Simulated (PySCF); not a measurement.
Computed with PySCF and rigid-rotor harmonic-oscillator thermochemistry at 1 bar. Table values come from the NASA 1993 polynomials. All species are closed-shell singlets. The harmonic model lacks anharmonicity and excited electronic states, which grow with temperature; levels with a mode under 35 cm⁻¹ are left out.

Harmonic frequencies at PBE/def2-SVP (cm⁻¹): 239, 239, 356, 356, 356, 749, 1000, 1000, 1000. Point group Td; S°(298 K) = 287.1 J/mol/K at this level.

Problem. Work out Cp and S° of gaseous SiF4 at 500, 800, 1200, 1600, 2000 K from these, and set them beside the table.

Solution. 
| T (K) | Cp PBE/def2-SVP | Cp table | S° PBE/def2-SVP | S° table |
|---|---|---|---|---|
| 500 | 90.9 | 89.6 | 330.3 | 325.1 |
| 800 | 100.1 | 99.4 | 375.3 | 369.7 |
| 1200 | 104.3 | 103.8 | 416.9 | 411.1 |
| 1600 | 105.9 | 105.7 | 447.1 | 441.2 |
| 2000 | 106.7 | 106.7 | 470.8 | 464.9 |
Units J/mol/K.
